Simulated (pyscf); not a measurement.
A first-order saddle from PySCF, ωB97X-D3(BJ)/def2-SVP:

```
Si
H 1 1.4989
H 1 1.5056 2 106.91
H 1 1.5074 2 107.11 3 -111.92
H 4 2.2416 1 73.08 2 173.75
C 5 1.0949 4 130.99 1 53.64
F 6 1.2934 5 115.43 4 -115.01
H 6 1.0925 5 118.33 7 -141.43
F 6 1.9666 8 78.97 5 122.69
Si 9 1.7574 6 118.13 8 -163.33
H 10 1.4957 9 119.67 6 -64.47
H 10 1.4963 11 114.48 9 -158.74
H 10 1.5081 11 102.24 12 -108.70
```
Charge 0, spin multiplicity 1.

Surface: singlet, charge 0. Lowest wavenumbers (cm⁻¹): 652i, 49, 98, 147, 199.

Q: Which two sides does it connect, and which bonds change?

A: H₃Si–SiH₃ + F–CH₂–F ⇌ F–CH₂–SiH₃ + F–SiH₃, a four-centre exchange read from left to right: Si–Si, C–F broken and C–Si, F–Si formed. At ωB97M-D3(BJ)/def2-TZVP it lies +3.21 eV from the left side and +4.78 eV from the right (each side as separated species at their lowest minima found). From the product side, •H₂C–F + SiH₃• + F–SiH₃ lies, by one bond made or cut, 1.05 eV under this saddle at ωB97M-D3(BJ)/def2-TZVP. This is the saddle that the search found; another between the same sides may lie lower. A restricted solution here is unstable towards spin polarisation, so biradical character is likely and single-reference numbers are less safe.
